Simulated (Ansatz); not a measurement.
**InP: pressure series**

Take InP in the zinc blende structure (space group F-43m, No. 216; a = 5.907 Å) as the base.

Cell and atoms are relaxed at each pressure.

Method: Ansatz (a first-principles code), r2SCAN, PAW, cutoff 500 eV, no spin-orbit coupling.

```tsv
pressure (GPa)	volume per atom (Å³/atom)
-2	26.588
-1	26.158
0	25.763
2.1	25.036
4.5	24.317
9	23.216
15	?
22.5	20.939
30	20.038
```

**Question.** Fit the third-order Birch–Murnaghan form P(V) = (3B₀/2)[(V₀/V)^(7/3) − (V₀/V)^(5/3)]·[1 + (3/4)(B₀′ − 4)((V₀/V)^(2/3) − 1)] (squares taken in P) to the rows shown and predict the withheld row.

**Answer.** Least squares on the printed values gives V₀ = 25.766 Å³/atom, B₀ = 68.8 GPa, B₀′ = 4.4; this predicts 22.060 Å³/atom, and the run gives 22.064 Å³/atom, 0.004 higher.

Measured bulk modulus of InP: 72 GPa (static lattice; corrected from measurement; as listed in Daniel Mejia-Rodriguez, S. B. Trickey, Phys. Rev. B (2018)); the computed value is 4 % below it.

Load acts through the strain it causes; cell and atoms are relaxed under it. Whether these cells are dynamically stable was not tested. Measured, InP leaves this structure (for rock salt) near 9.8 GPa (temperature not stated; as listed in Datta, Sujoy, Jana, Debnarayan, arXiv (2020)).
